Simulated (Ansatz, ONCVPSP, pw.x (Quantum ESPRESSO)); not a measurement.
**barium (Ba): does the ONCV potential hold in the solid?**

ONCVPSP 4.0.1.1 (patched build) input, shortened (lines: element, Z, core and valence counts, functional; n l f; lmax; l rc ep ncon nbas qcut; lloc lpopt rc5 dvloc0; l nproj debl; icmod fcfact rcfact), PBE, scalar-relativistic:

```
  Ba 56.00   10    2        4      upf
    1    0    2.00
    2    0    2.00
    2    1    6.00
    3    0    2.00
    3    1    6.00
    3    2   10.00
    4    0    2.00
    4    1    6.00
    4    2   10.00
    5    0    2.00
    5    1    6.00
    6    0    2.00
    2
    0    3.55    0.00    4    8    1.60
    1    2.80    0.00    4    7    5.60
    2    3.05    0.29    4    8    3.40
    4    3    2.25    2.00
    0    2    1.30
    1    2    2.00
    2    2    0.85
    0    0.00    0.00
```

In the d channel the program set the typed energies aside and used 0.050, 0.900 Ha.

Crystal test: bcc Ba in pw.x 7.5, no spin, 9³ k-points, Fermi–Dirac smearing 0.01 Ry, cutoffs 35/140 Ry. The reference is all-electron LAPW (Ansatz 0.2.0) with the same functional, mesh and smearing; V0 and B0 come from Birch–Murnaghan fits to the pressures at five volumes. Errors are pseudo minus all-electron; Δ is the rms difference of the E(V) curves that follow from these fits, minima aligned, over ±6 % about the mean V0. Mesh and smearing are coarse, so the numbers serve the comparison and aren't converged zero-temperature values; the lattice is a test structure that the element need not adopt.

| V (Å³/atom) | P all-electron (GPa) | P pseudo (GPa) |
| --- | --- | --- |
| 60.428 | 0.47 | 0.54 |
| 62.018 | 0.23 | 0.29 |
| 63.608 | 0.01 | 0.06 |
| 65.198 | -0.19 | -0.15 |
| 66.788 | -0.38 | -0.34 |

All-electron: a0 = 5.031 Å (V0 = 63.67 Å³/atom), B0 = 8.4 GPa.

Pseudopotential: mean pressure error (GPa): +0.05; a0 (Å): 5.041; a0 error (%): +0.20; B0 error (%): +1.2; Δ (meV/atom): 0.7. The generator flags a localised state at positive energy (s at 27 eV).

Question: At the middle volume, how do free energy and pressure move when the wave cutoff is lowered (ecutrho kept at four times it)?

Answer:

```tsv
cutoff (Ry)	shift of F (meV/atom)	shift of P (GPa)
16	+80.7	-0.75
21	+9.4	-0.17
28	+0.1	-0.00
```

The run at the middle volume (35 k-points, 6 iterations) took about 8.4 s on one core of a shared host (Neoverse-N1, 64 threads, 124 GiB, load 60).
